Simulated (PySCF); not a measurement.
**SiS⁺: mean field, correlation and small terms against distance**

State: ²Π, doublet, unpaired electrons π ↑. ROHF-based CCSD(T) in PySCF 2.14 with Si cc-pV(T+d)Z, S cc-pV(T+d)Z and Si cc-pV(Q+d)Z, S cc-pV(Q+d)Z (frozen core orbitals: 10; no relativity). Correlation energies are extrapolated as n⁻³ (n = 3, 4), Hartree–Fock as (n+1)·exp(−9√n). SR is the spin-free X2C energy in Si cc-pVTZ-DK, S cc-pVTZ-DK less the non-relativistic one in Si cc-pVTZ, S cc-pVTZ. All energies in eV from Si⁺ + S.

```csv
R (Å),HF/CBS,CCSD corr.,(T),SR,total
1.8317,-1.963,-1.140,-0.1487,0.0020,-3.250
1.9150,-2.454,-1.143,-0.1597,0.0045,-3.752
1.9982,-2.674,-1.149,-0.1724,0.0057,-3.989
2.0815,-2.701,-1.158,-0.1865,0.0061,-4.039
2.1647,-2.594,-1.168,-0.2021,0.0059,-3.958
2.2688,-2.334,-1.184,-0.2233,0.0053,-3.736
2.3729,-1.987,-1.203,-0.2460,0.0043,-3.431
```

A fit to the total gives Re = 2.0668 Å, De = 4.041 eV, ωe = 602.1 cm⁻¹, Be = 0.2645 cm⁻¹ (masses 27.9769 and 31.9721 u).

At R = 2.0815 Å the CCSD correlation energy is -0.245126 hartree in the smaller basis and -0.259496 in the larger. Extrapolate it.

(4³·E4 − 3³·E3)/(4³ − 3³) = -0.26998 hartree; the larger basis holds 96.1 % of it.

The T1 diagnostic is 0.025. The state was picked by a PBE0 search and need not be the measured ground state. Spin–orbit coupling, excitations beyond (T) and corrections to the Born–Oppenheimer picture are left out.
